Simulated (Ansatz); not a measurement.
Ansatz (a quantum-chemistry and plane-wave program) input (CCSD(T)/def2-TZVPPD):
A basis named .json is the Basis Set Exchange file of that set.

Ansatz 0.2 input:
```yaml
crystal:
  periodic: [false, false, false]
  atoms:
    - {symbol: C, position_ang: [-0.00000000, -0.00000000, -0.71905699]}
    - {symbol: N, position_ang: [0.00000000, 0.00000000, 0.41165659]}
    - {symbol: H, position_ang: [0.00000000, 0.00000000, 1.43274585]}
basis:
  gaussian:
    orbitals: def2-TZVPPD.json
total_charge: 1
magnetization: {spin_polarized: true, initial_magnetization: 1}
correlation: {method: ccsd_t, electrons: outside_noble_gas}
```

End of the output:

```
second order -7.42678487 eV of doubles, -0.00000000 eV of singles
coupled cluster: 0.38 GiB planned
cycle   1  -8.08052199 eV  change   -6.8e-1 eV  update   2.3e-2
cycle   2  -8.11338681 eV  change   -3.3e-2 eV  update   6.6e-3
cycle   3  -8.11595931 eV  change   -2.6e-3 eV  update   3.3e-3
cycle   4  -8.12434775 eV  change   -8.4e-3 eV  update   1.6e-3
cycle   5  -8.12829279 eV  change   -3.9e-3 eV  update   7.6e-4
cycle   6  -8.12972628 eV  change   -1.4e-3 eV  update   2.8e-4
cycle   7  -8.13016068 eV  change   -4.3e-4 eV  update   1.2e-4
cycle   8  -8.13032842 eV  change   -1.7e-4 eV  update   6.4e-5
cycle   9  -8.13034705 eV  change   -1.9e-5 eV  update   2.5e-5
cycle  10  -8.13033802 eV  change    9.0e-6 eV  update   8.3e-6
coupled cluster: 0.38 GiB planned
perturbative correction -0.39163572 eV, -0.0143923473 hartree
Total energy: -2525.66996407 eV, -92.8166592190 hartree
```

The determinant is spin-contaminated: <S^2> is 1.03 against 0.75 for a pure state.
